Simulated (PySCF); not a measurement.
benzene cation (C6H6), SMILES c1ccccc1 (connectivity only; charge and spin as stated), charge +1, multiplicity 2. Atoms are numbered in the order given.

```xyz
12

C      0.0000     0.0000    -1.3868
C      0.0000     1.2506    -0.6874
C      0.0000     1.2506     0.6874
C      0.0000     0.0000     1.3868
C      0.0000    -1.2506     0.6874
C      0.0000    -1.2506    -0.6874
H      0.0000     0.0000    -2.4822
H      0.0000     2.1849    -1.2553
H      0.0000     2.1849     1.2553
H      0.0000     0.0000     2.4822
H      0.0000    -2.1849     1.2553
H      0.0000    -2.1849    -1.2553
```
Charge +1, spin multiplicity 2.

The structure is a stationary point at r2SCAN-D4/def2-SVP. The spin state was assumed, not searched.

These are PySCF with PBE/def2-TZVP values and carry that method's errors.

ESP charges are fitted to the potential on shells at 1.4 to 2.0 van der Waals radii. Atomic charges (e):

```
atom  ESP fit  meta-Löwdin  Mulliken spin
----  -------  -----------  -------------
C1       0.12            …           0.45
C2      -0.07            …           0.04
C3      -0.07            …           0.04
C4       0.12            …           0.45
C5      -0.07            …           0.04
C6      -0.07            …           0.04
H7       0.16            …          -0.02
H8       0.18            …           0.00
H9       0.18            …           0.00
H10      0.16            …          -0.02
H11      0.18            …           0.00
H12      0.18            …           0.00
```

**Question.** Fill in the missing entries. (Estimate from the structure and the level; the computed values follow.)

**Answer.** 
- C1, meta-Löwdin: 0.06
- C2, meta-Löwdin: -0.05
- C3, meta-Löwdin: -0.05
- C4, meta-Löwdin: 0.06
- C5, meta-Löwdin: -0.05
- C6, meta-Löwdin: -0.05
- H7, meta-Löwdin: 0.18
- H8, meta-Löwdin: 0.18
- H9, meta-Löwdin: 0.18
- H10, meta-Löwdin: 0.18
- H11, meta-Löwdin: 0.18
- H12, meta-Löwdin: 0.18

Computed Mayer and Wiberg (Löwdin basis) orders of the bonds:
| bond | Mayer | Wiberg |
|---|---|---|
| C1–C2 | 1.24 | 1.42 |
| C2–C3 | 1.57 | 1.71 |
| C3–C4 | 1.24 | 1.42 |
| C4–C5 | 1.24 | 1.42 |
| C1–C6 | 1.24 | 1.42 |
| C5–C6 | 1.57 | 1.71 |
| C1–H7 | 0.93 | 0.83 |
| C2–H8 | 0.93 | 0.81 |
| C3–H9 | 0.93 | 0.81 |
| C4–H10 | 0.93 | 0.83 |
| C5–H11 | 0.93 | 0.81 |
| C6–H12 | 0.93 | 0.81 |
